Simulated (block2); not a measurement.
**COF2 (SMILES O=C(F)F): DMRG/ANO-RCC-MB, part 1 of 2**

Aim: the vertical electron affinity of COF2 at DMRG/ANO-RCC-MB, from 2 runs. 

The calculation is run with block2 0.5.4.

3 further runs of the same task are left out: 2 that didn't finish, 1 set aside as unsound or not needed.

**1. The system as given**

COF2: 4 atoms, total charge 0, spin state singlet. SMILES: `O=C(F)F`. The shape is that of a GFN2-xTB optimisation.

Bond lengths: O1–C2 1.159 Å, C2–F3 1.317 Å, C2–F4 1.317 Å. Angles: O1–C2–F3 126.8°, O1–C2–F4 126.7°, F3–C2–F4 106.5°.

**2. A single-point energy at DMRG/ANO-RCC-MB**

File make_fcidump.py:

```python
import numpy as np
from pyscf import ao2mo, cc, dft, gto, lo, mcscf, mp, scf
from pyscf.tools import fcidump

geom = """
O     -1.243810    -0.157330     0.153910
C     -0.102510    -0.013170     0.012900
F      0.851050    -0.823360     0.422470
F      0.495270     0.993860    -0.589280
"""
mol = gto.M(
    atom=geom,
    basis="ano-rcc-mb",
    verbose=3,
)
print("nao                           : %d" % (mol.nao))
mf = scf.RHF(mol)
mf.conv_tol = 1e-10
mf.max_cycle = 200
mf.kernel()
if not mf.converged:
    mf = mf.newton().run(mf.mo_coeff, mf.mo_occ)
print(f"E(SCF)                        : {mf.e_tot:.10f}")
# single-reference ladder for comparison
ref = mf
pt = mp.MP2(ref, frozen=4).run()
mycc = cc.CCSD(ref, frozen=4)
mycc.max_cycle = 150
mycc.kernel()
print("MP2 total energy              : %.10f" % (pt.e_tot))
if mycc.converged:
    print(f"E(CCSD)                       : {mycc.e_tot:.10f}")
    print("E(CCSD(T))                    : %.10f" % (mycc.e_tot + mycc.ccsd_t()))
    print("T1                            : %.4f" % (mycc.get_t1_diagnostic()))
# a few density functionals on the same geometry and basis
ks = dft.RKS(mol, xc="tpss").set(conv_tol=1e-9, verbose=3).run()
if ks.converged:
    print(f"E(TPSS)                       : {ks.e_tot:.8f}")
ks = dft.RKS(mol, xc="hse06").set(conv_tol=1e-9, verbose=3).run()
if ks.converged:
    print("E(HSE06)                      : %.8f" % (ks.e_tot))
ks = dft.RKS(mol, xc="pbe").set(conv_tol=1e-9, verbose=3).run()
if ks.converged:
    print(f"E(PBE)                        : {ks.e_tot:.8f}")
ks = dft.RKS(mol, xc="r2scan").set(conv_tol=1e-9, verbose=3).run()
if ks.converged:
    print(f"E(r2SCAN)                     : {ks.e_tot:.8f}")
ks = dft.RKS(mol, xc="pbe0").set(conv_tol=1e-9, verbose=3).run()
if ks.converged:
    print(f"E(PBE0)                       : {ks.e_tot:.8f}")
# split localisation
mo = mf.mo_coeff.copy()
for a, b in ((4, 16), (16, 20)):
    if b - a > 1:
        mo[:, a:b] = lo.PM(mol, mo[:, a:b]).kernel()
mf.mo_coeff = mo
# FCIDUMP for the DMRG program
cas = mcscf.CASCI(mf, 16, 24)
h1, ecore = cas.get_h1eff()
fcidump.from_integrals("FCIDUMP", h1, cas.get_h2eff(), 16, 24, nuc=ecore, ms=0)
```

File input.conf:

```
sym c1
orbitals FCIDUMP
nelec 24
spin 0
irrep 1
occ 2 2 2 2 2 2 2 2 2 2 2 2 0 0 0 0
cbias 0.3
schedule
0 100 1E-09 1E-04
3 200 1E-09 1E-05
7 200 1E-10 0.0
end
maxiter 13
sweep_tol 1E-06
fiedler
mem 2g
num_thrds 1
prefix ./tmp
outputlevel 1
onepdm
```

The run is started by

```sh
$ python make_fcidump.py && block2main input.conf
```

The program printed:

```text
$ python make_fcidump.py
nao                           : 20
converged SCF energy = -311.303701930741
E(SCF)                        : -311.3037019307
E(RMP2) = -311.437670722093  E_corr = -0.133968791351628
E(SCS-RMP2) = -311.438545804601  E_corr = -0.134843873859712
E(CCSD) = -311.4565089822431  E_corr = -0.1528070515019711
MP2 total energy              : -311.4376707221
E(CCSD)                       : -311.4565089822
CCSD(T) correction = -0.00738561020638304
E(CCSD(T))                    : -311.4638945924
T1                            : 0.0128
converged SCF energy = -312.80083307316
E(TPSS)                       : -312.80083307
converged SCF energy = -312.477788414191
E(HSE06)                      : -312.47778841
converged SCF energy = -312.472587953377
E(PBE)                        : -312.47258795
converged SCF energy = -312.630997958888
E(r2SCAN)                     : -312.63099796
converged SCF energy = -312.449132723355
E(PBE0)                       : -312.44913272

$ block2main input.conf

********************************** INPUT START **********************************
sym                                                             c1
orbitals                                                   FCIDUMP
nelec                                                           24
spin                                                             0
irrep                                                            1
occ                                2 2 2 2 2 2 2 2 2 2 2 2 0 0 0 0
cbias                                                          0.3
maxiter                                                         13
sweep_tol                                                    1E-06
fiedler
mem                                                             2g
num_thrds                                                        1
prefix                                                       ./tmp
outputlevel                                                      1
onepdm
schedule                  Sweep   0-   2 : Mmps =   100 Noise =    0.0001 DavTol =     1e-09
                          Sweep   3-   6 : Mmps =   200 Noise =     1e-05 DavTol =     1e-09
                          Sweep   7-  12 : Mmps =   200 Noise =         0 DavTol =     1e-10
********************************** INPUT END   **********************************

SPIN ADAPTED - REAL DOMAIN - DOUBLE PREC
qc mpo type =  QCTypes.Conventional
 UseMainStack = 0 MinDiskUsage = 1 MinMemUsage = 0 IBuf = 0 OBuf = 0
 FPCompression: prec = 1.00e-16 chunk = 1024
 IMain = 0 B / 134 MB DMain = 0 B / 687 MB ISeco = 0 B / 57.2 MB DSeco = 0 B / 1.01 GB
 OpenMP = 1 TBB = 0 BLIS = 0 MKL = GNU 2024.0.2 SeqType = Tasked AlignType = None MKLIntLen = 4
 THREADING = 2 layers : Global | Operator BatchedGEMM
 NUMBER : Global = 1 Operator = 1 Quanta = 0 MKL = 1
 COMPLEX = 1 SINGLE-PREC = 1 KSYMM = 0
using fiedler reorder =  [ 9  1  7  4 13 14 12 15 10  2 11  6  0  5  3  8]
read integral finished 0.05070752599976913
integral sym error =            0
MinMPOMemUsage =  False
MPS =  CCRRRRRRRRRRRRRR 0 2 < N=24 S=0 PG=0 >
GS INIT MPS BOND DIMS =       1     3    10    35   105   107   107   107   111   104   105    99   105    35    10     3     1
pre-mpo memory usage =  169 MB
build mpo start ...
build mpo finished ... Tread = 0.000 Twrite = 0.000 T = 0.055
simpl mpo start ...
simpl mpo finished ... Tread = 0.000 Twrite = 0.000 T = 0.191
GS MPO BOND DIMS =      21    28    39    54    73    96   123   154   123    96    73    54    39    28    21     1
build 1pdm mpo 0.38443918699977075
build identity mpo 0.38843709100001433
memory usage =  198 MB
para mpo finished 0.3901082369998221
env init finished 1.3111371750001126

Sweep =    0 | Direction =  forward | Bond dimension =  100 | Noise =  1.00e-04 | Dav threshold =  1.00e-09
Time elapsed =      5.294 | E =    -311.4104795701 | DW = 2.49976e-07

Sweep =    1 | Direction = backward | Bond dimension =  100 | Noise =  1.00e-04 | Dav threshold =  1.00e-09
Time elapsed =      9.525 | E =    -311.4626172836 | DE = -5.21e-02 | DW = 1.90827e-05

Sweep =    2 | Direction =  forward | Bond dimension =  100 | Noise =  1.00e-04 | Dav threshold =  1.00e-09
Time elapsed =     13.333 | E =    -311.4644148869 | DE = -1.80e-03 | DW = 5.75041e-05

Sweep =    3 | Direction = backward | Bond dimension =  200 | Noise =  1.00e-05 | Dav threshold =  1.00e-09
Time elapsed =     20.905 | E =    -311.4649660910 | DE = -5.51e-04 | DW = 9.58736e-07

Sweep =    4 | Direction =  forward | Bond dimension =  200 | Noise =  1.00e-05 | Dav threshold =  1.00e-09
Time elapsed =     31.255 | E =    -311.4650607786 | DE = -9.47e-05 | DW = 5.84360e-06

Sweep =    5 | Direction = backward | Bond dimension =  200 | Noise =  1.00e-05 | Dav threshold =  1.00e-09
Time elapsed =     40.384 | E =    -311.4650922720 | DE = -3.15e-05 | DW = 4.58870e-06

Sweep =    6 | Direction =  forward | Bond dimension =  200 | Noise =  1.00e-05 | Dav threshold =  1.00e-09
Time elapsed =     48.775 | E =    -311.4650940083 | DE = -1.74e-06 | DW = 6.88929e-06

Sweep =    7 | Direction = backward | Bond dimension =  200 | Noise =  0.00e+00 | Dav threshold =  1.00e-10
Time elapsed =     58.250 | E =    -311.4650963496 | DE = -2.34e-06 | DW = 4.73518e-06

Sweep =    8 | Direction =  forward | Bond dimension =  200 | Noise =  0.00e+00 | Dav threshold =  1.00e-10
Time elapsed =     67.292 | E =    -311.4650973222 | DE = -9.73e-07 | DW = 4.75128e-06

Final canonical form =  LLLLLLLLLLLLLLLC 14
DMRG Energy = -311.465097322179304
npdm string = ['(C+D)0']

Build NPDM MPO | Nsites =    16 | Nmaxops =  2 | SymbolFree = T | Cutoff = 0.00e+00
 Site =     0 /    16 .. L =        4 R =        1 M =            0 Tmid = 0.000 T = 0.000
 Site =     1 /    16 .. L =        4 R =       31 M =           31 Tmid = 0.000 T = 0.000
 Site =     2 /    16 .. L =        4 R =       29 M =           29 Tmid = 0.000 T = 0.000
 Site =     3 /    16 .. L =        4 R =       27 M =           27 Tmid = 0.000 T = 0.000
 Site =     4 /    16 .. L =        4 R =       25 M =           25 Tmid = 0.000 T = 0.000
 Site =     5 /    16 .. L =        4 R =       23 M =           23 Tmid = 0.000 T = 0.000
 Site =     6 /    16 .. L =        4 R =       21 M =           21 Tmid = 0.000 T = 0.000
 Site =     7 /    16 .. L =        4 R =       19 M =           19 Tmid = 0.000 T = 0.000
 Site =     8 /    16 .. L =        4 R =       17 M =           17 Tmid = 0.000 T = 0.000
 Site =     9 /    16 .. L =        4 R =       15 M =           15 Tmid = 0.000 T = 0.000
 Site =    10 /    16 .. L =        4 R =       13 M =           13 Tmid = 0.000 T = 0.000
 Site =    11 /    16 .. L =        4 R =       11 M =           11 Tmid = 0.000 T = 0.000
 Site =    12 /    16 .. L =        4 R =        9 M =            9 Tmid = 0.000 T = 0.000
 Site =    13 /    16 .. L =        4 R =        7 M =            7 Tmid = 0.000 T = 0.000
 Site =    14 /    16 .. L =        4 R =        5 M =            5 Tmid = 0.000 T = 0.000
 Site =    15 /    16 .. L =        1 R =        4 M =            4 Tmid = 0.000 T = 0.000
Ttotal =      0.001

Expectation | Direction = backward | BRA bond dimension =  200 | KET bond dimension =  200
Time elapsed =      0.494
NPDM Sorting | Nsites =    16 | Nmaxops =  2 | DotSite = 2 | SymbolFree = T | Compressed = T | LowMem = F | Mem = 2.00 KB
Ttotal =      0.000

DMRG OCC =   1.977 1.997 1.984 1.997 1.977 1.987 1.994 1.987 1.996 1.996 1.938 1.978 0.090 0.040 0.041 0.022
```

It took 2.3 min on 1 thread of Intel Xeon at 2.50GHz (Skylake/Cascade Lake), shared host; peak memory 0.34 GiB.

(Continued in part 2 of 2.)
